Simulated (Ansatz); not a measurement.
```yaml
crystal:
  periodic: [false, false, false]
  atoms:
    - {symbol: F, position_ang: [-0.468297, 0.123519, 1.504591]}
    - {symbol: Si, position_ang: [0.098002, -0.085629, 0.034341]}
    - {symbol: Cl, position_ang: [-1.064507, 0.955950, -1.272389]}
    - {symbol: H, position_ang: [0.014572, -1.521451, -0.293739]}
    - {symbol: H, position_ang: [1.470128, 0.453910, -0.014105]}
basis:
  gaussian: {orbitals: def2-TZVP}
total_charge: -2
hamiltonian: {xc: {name: B97M-V}}
output: {forces: true}
```

```sh
$ ansatz run in.yaml --threads 2 --pin off --events-out ev --progress --plain --max-ram 32768MiB --backend cpu
```

Shortened log:

```
Functional definition: B97M-V
752 factors; their error is unknown
mean field evaluation 1: about -23118.6442 eV, gradient 1.0e2 eV
mean field evaluation 2: about -23094.9333 eV, gradient 1.6e2 eV
mean field evaluation 4: about -23137.1952 eV, gradient 2.2e1 eV
mean field evaluation 8: about -23138.8524 eV, gradient 4.0e-1 eV
mean field evaluation 16: about -23138.8501 eV, gradient 1.3e-3 eV
mean field -23138.85012251 eV, -850.3370579262 hartree, gradient 3.5e-5 eV, S^2 0.000000; 3 other end points of the search recorded, 0 dependent functions left out
reference -23138.85016900 eV, -850.3370596348 hartree; 22, 22 occupied and 95, 95 virtual orbitals, 752 factors
Total energy: -23138.85016900 eV, -850.3370596348 hartree
Atom 0 at    -0.468297     0.123519     1.504591 Å, force    -1.346050     0.774965     1.532047 eV/Å
Atom 1 at     0.098002    -0.085629     0.034341 Å, force     3.417377    -2.378007    -0.989704 eV/Å
Atom 2 at    -1.064507     0.955950    -1.272389 Å, force    -2.047282     1.658801    -1.061397 eV/Å
Atom 3 at     0.014572    -1.521451    -0.293739 Å, force    -0.277956    -0.388783     0.208437 eV/Å
Atom 4 at     1.470128     0.453910    -0.014105 Å, force     0.253910     0.333023     0.310617 eV/Å
Dipole moment:    -0.860681     0.703545    -0.489881 e Å
```

Q: What is wrong with this run?

A: The charge is far from anything that the molecule holds. The calculation finished and met its thresholds. The result belongs to that input, not to the molecule as meant.
